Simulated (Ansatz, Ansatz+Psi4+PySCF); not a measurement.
```xyz
4

B     0.0000    0.0000    0.0000
Cl    0.0000    1.7353    0.0000
Cl    1.5029   -0.8677    0.0000
Cl   -1.5029   -0.8677    0.0000
```

Basis set: cc-pVTZ on B; cc-pV(T+d)Z on Cl (spherical functions). Left uncorrelated: 16 orbitals. Charge 0, multiplicity 1.

Computed with Ansatz (development build ahead of 0.2.0); each method stands on the lowest determinant of its kind that the runs found. Restricted open shells among the atoms or ions are ROHF, correlated in semicanonical orbitals with singles.

The atomization energy at this shape (free ground-state atoms in the same class of orbitals less the molecule, no zero-point energy) of singlet BCl₃:

```
     method  atomization energy
RHF-CCSD(T)            13.53 eV
   RHF-CCSD            13.17 eV
        RHF            11.16 eV
```

Question: What does RHF-MP2 give?

Answer: 14.34 eV.
